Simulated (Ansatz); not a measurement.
# CH5Al + HCl: a complex and its separated parts

Aim: how far the complex at one end of a reaction step lies below its separated, relaxed parts, level by level.

Program: Ansatz 0.2.0, Gaussian basis. Level of theory: PBE0-D4/def2-TZVP structures, single points in def2-TZVPP, no counterpoise correction. These are calculated values, not measurements.

Levels: SPW92, PBE-D4, BLYP-D4, r2SCAN-D4, B97M-V, PBE0-D4, B3LYP-D4, r2SCAN0-D4, BHLYP-D4, CAM-B3LYP-D4, wB97X-V, wB97M-V, B2PLYP, PBE-QIDH, RPA on PBE, Hartree-Fock, MP2, CCSD, CCSD(T).

Cores are frozen in the correlated methods. B3LYP uses VWN-RPA correlation. B2PLYP carries no dispersion term here.

94 further runs of the same task are left out: 94 set aside as unsound or not needed.

## (1) Starting geometry

The complex: 9 atoms, charge 0, spin multiplicity 1.

Atoms are counted from 1 here; the program's logs count them from 0.

Bond lengths: Al1–C2 1.966 Å, Al1–H3 1.592 Å, Al1–H4 1.592 Å, Al1–Cl6 2.664 Å, C2–H7 1.095 Å, C2–H8 1.095 Å, C2–H9 1.096 Å, H5–Cl6 1.284 Å. Angles: C2–Al1–H3 119.5°, C2–Al1–H4 119.6°, C2–Al1–Cl6 92.7°, H3–Al1–H4 118.8°, H3–Al1–Cl6 95.8°, H4–Al1–Cl6 95.8°, Al1–C2–H7 112.7°, Al1–C2–H8 112.7°, Al1–C2–H9 109.9°, H7–C2–H8 108.6°, H7–C2–H9 106.2°, H8–C2–H9 106.3°, Al1–Cl6–H5 91.6°.

As a file:

| atom | x (Å) | y (Å) | z (Å) |
| --- | --- | --- | --- |
| Al1 | -0.8867 | 0.6446 | -0.0229 |
| C2 | 1.0628 | 0.4286 | -0.1525 |
| H3 | -1.7580 | 0.7227 | -1.3531 |
| H4 | -1.5336 | 1.1309 | 1.3481 |
| H5 | -0.0147 | -2.1927 | 0.3267 |
| Cl6 | -1.2744 | -1.9562 | 0.4032 |
| H7 | 1.3619 | -0.2221 | -0.9807 |
| H8 | 1.5081 | 0.0443 | 0.7709 |
| H9 | 1.5348 | 1.3998 | -0.3397 |

Its parts: CH5Al holds atoms 1, 2, 3, 4, 7, 8, 9; HCl holds atoms 5, 6. Each part counts its atoms afresh in its own runs.

## (2) Relaxing CH5Al alone

relax-a/in.yaml

```yaml
crystal:
  periodic: [false, false, false]
  atoms:
    - {symbol: Al, position_ang: [-0.886748, 0.644625, -0.022904]}
    - {symbol: C, position_ang: [1.062769, 0.428554, -0.152529]}
    - {symbol: H, position_ang: [-1.757974, 0.722688, -1.353114]}
    - {symbol: H, position_ang: [-1.533645, 1.130859, 1.348095]}
    - {symbol: H, position_ang: [1.361917, -0.222086, -0.980743]}
    - {symbol: H, position_ang: [1.508059, 0.044280, 0.770909]}
    - {symbol: H, position_ang: [1.534793, 1.399821, -0.339748]}
basis:
  gaussian: {orbitals: def2-TZVP}
hamiltonian: {xc: pbe0, dispersion: d4}
relax: {f_tol: 0.005, max_steps: 200}
```

Command:

```console
> ansatz run in.yaml --threads 2 --pin off --events-out ev --progress --plain --max-ram 4352MiB
```

Further steps of the session: Relaxing HCl alone; SPW92/def2-TZVPP; PBE-D4/def2-TZVPP; BLYP-D4/def2-TZVPP; r2SCAN-D4/def2-TZVPP; B97M-V/def2-TZVPP; PBE0-D4/def2-TZVPP; B3LYP-D4/def2-TZVPP; r2SCAN0-D4/def2-TZVPP; BHLYP-D4/def2-TZVPP; CAM-B3LYP-D4/def2-TZVPP; wB97X-V/def2-TZVPP; wB97M-V/def2-TZVPP; B2PLYP/def2-TZVPP; PBE-QIDH/def2-TZVPP; RPA on PBE/def2-TZVPP; CCSD(T)/def2-TZVPP; Vibrations of CH5Al; Vibrations of HCl.

Q: Predict the outcome of this session. Wanted: complex less parts, CCSD(T)/def2-TZVPP; with zero-point energy; largest T1 diagnostic.

As calculated:

```
                              quantity          value
complex less parts, CCSD(T)/def2-TZVPP  -6.1 kcal/mol
                with zero-point energy  -4.5 kcal/mol
                 largest T1 diagnostic          0.009
```

In words: At CCSD(T) the complex lies 6.1 kcal/mol below its parts. CAM-B3LYP-D4 is the best functional here (0.0 kcal/mol from CCSD(T)); SPW92 is the worst (-4.8 kcal/mol). By rung, the mean size of the error is: LDA 4.8, GGA 0.9, meta-GGA 0.7, hybrid 0.6, range-separated hybrid 0.5, double hybrid 0.9 kcal/mol. PBE-D4 gives a relative energy 1.3 kcal/mol too low, outside chemical accuracy (1 kcal/mol). No counterpoise was applied, and triple zeta lacks some correlation, so the CCSD(T) reference has a basis error of its own, and close matches with it are partly luck.
